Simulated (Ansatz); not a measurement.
Calculation: frozen-core CCSD(T)/cc-pVTZ // ωB97X-D3(BJ)/def2-TZVP (Ansatz, a quantum-chemistry and plane-wave program).

Ansatz 0.2 input:
```yaml
crystal:
  periodic: [false, false, false]
  atoms:
    - { symbol: C, position_ang: [0.000004, -0.000008, -0.000045] }
    - { symbol: H, position_ang: [1.072078, -0.138585, -0.001771] }
    - { symbol: H, position_ang: [-0.656033, -0.859168, 0.002611] }
    - { symbol: H, position_ang: [-0.416023, 0.997725, -0.000796] }
basis:
  gaussian: { orbitals: cc-pVTZ }
correlation:
  method: ccsd_t
magnetization:
  spin_polarized: true
  initial_magnetization: 1
```

Output:

```
Functional definition: HF
394 factors; integrals over basis functions are off by at most 1.0e-3 eV
mean field evaluation 1: about -1076.2608 eV, gradient 1.1e1 eV
mean field evaluation 2: about -1076.2602 eV, gradient 1.1e1 eV
mean field evaluation 4: about -1076.9442 eV, gradient 1.1e0 eV
mean field evaluation 8: about -1076.9559 eV, gradient 4.0e-4 eV
mean field evaluation 16: about -1076.9569 eV, gradient 1.3e-1 eV
mean field -1076.95591958 eV, -39.5774000577 hartree, gradient 7.8e-7 eV, S^2 0.761799; 0 other end points of the search recorded, 0 dependent functions left out
1 core orbitals not correlated
reference -1076.95591958 eV, -39.5774000577 hartree; 4, 3 occupied and 67, 68 virtual orbitals, 394 factors
second order -4.30485851 eV of doubles, -0.00000000 eV of singles
cycle   1  -4.71507733 eV  change   -4.1e-1 eV  update   3.9e-2
cycle   2  -4.85265333 eV  change   -1.4e-1 eV  update   1.4e-2
cycle   3  -4.86557321 eV  change   -1.3e-2 eV  update   4.6e-3
cycle   4  -4.86606692 eV  change   -4.9e-4 eV  update   1.8e-3
cycle   5  -4.86630152 eV  change   -2.3e-4 eV  update   5.5e-4
cycle   6  -4.86638355 eV  change   -8.2e-5 eV  update   1.3e-4
cycle   7  -4.86640027 eV  change   -1.7e-5 eV  update   3.8e-5
cycle   8  -4.86640038 eV  change   -1.1e-7 eV  update   1.1e-5
cycle   9  -4.86639901 eV  change    1.4e-6 eV  update   2.6e-6
perturbative correction -0.12871817 eV, -0.0047303057 hartree
Total energy: -1081.95103677 eV, -39.7609672284 hartree
```

Cost: about 2.9 core-seconds (a rough figure).
